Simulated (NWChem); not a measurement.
System: Si cation, doublet

The following NWChem deck was run.

```
start job
memory heap 200 mb stack 900 mb global 1100 mb
charge 1
geometry units angstroms noautoz
  Si     0.000000     0.000000     0.000000
end
basis spherical
  Si library pcseg-1
end
dft
  odft
  mult 2
  xc xtpss03 ctpss03
  iterations 150
  mulliken
end
task dft energy
```

The open p shell is one determinant without spherical averaging. No stability test was run on the SCF state.

### Question
Give the results of this calculation. (TPSS/pcseg-1, spin-unrestricted.) Quantities: basis functions; energy (Ha); highest occupied level (eV); lowest empty minus highest occupied level, either spin (eV); <S²>.

### Answer
| Property | Value |
|---|---|
| number of basis functions | 18 |
| energy (Ha) | -289.07 |
| highest occupied level (eV) | -12.45 |
| lowest empty minus highest occupied level, either spin (eV) | 0.76 |
| <S²> | 0.754 |
